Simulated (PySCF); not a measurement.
3C-SiC: PBE at its full settings () and at cheaper ones, in a cell of 2 atoms.

```json
[
 {"level and setting": "PBE (PySCF)", "lattice constant a (Å)": "4.369", "bulk modulus B0 (GPa)": "212"},
 {"level and setting": "PBE/6-31G* (2×2×2 k mesh) (PySCF)", "lattice constant a (Å)": "4.466", "bulk modulus B0 (GPa)": "190"},
 {"level and setting": "PBE/GTH-DZVP (2×2×2 k mesh) (PySCF)", "lattice constant a (Å)": "___", "bulk modulus B0 (GPa)": "___"},
 {"level and setting": "PBE/GTH-SZV (2×2×2 k mesh) (PySCF)", "lattice constant a (Å)": "4.615", "bulk modulus B0 (GPa)": "158"},
 {"level and setting": "PBE/STO-3G (2×2×2 k mesh) (PySCF)", "lattice constant a (Å)": "4.459", "bulk modulus B0 (GPa)": "232"}
]
```

**Question.** Complete the blanks.

**Answer.** 
- PBE/GTH-DZVP (2×2×2 k mesh) (PySCF), lattice constant a (Å): 4.472
- PBE/GTH-DZVP (2×2×2 k mesh) (PySCF), bulk modulus B0 (GPa): 189

Largest shifts from the full settings: lattice constant a +5.63 % (PBE/GTH-SZV (2×2×2 k mesh)), against a difference of +0.53 % of the full result from the reference 4.346 Å (measured, static lattice: zero-point anharmonic expansion removed, sources range from 4.341 to 4.348; as tabulated in Mejia-Rodriguez and Trickey (2018), arXiv:1807.09216); bulk modulus -25 % (PBE/GTH-SZV (2×2×2 k mesh)), against a difference of -7.4 % of the full result from the reference 229 GPa (measured, 0 K value with the zero-point phonon effect removed; as tabulated in Mejia-Rodriguez and Trickey (2018), arXiv:1807.09216).

Run with cheap settings on purpose, which may leave them unconverged: PBE/6-31G* (2×2×2 k mesh), PBE/GTH-DZVP (2×2×2 k mesh), PBE/GTH-SZV (2×2×2 k mesh), PBE/STO-3G (2×2×2 k mesh).
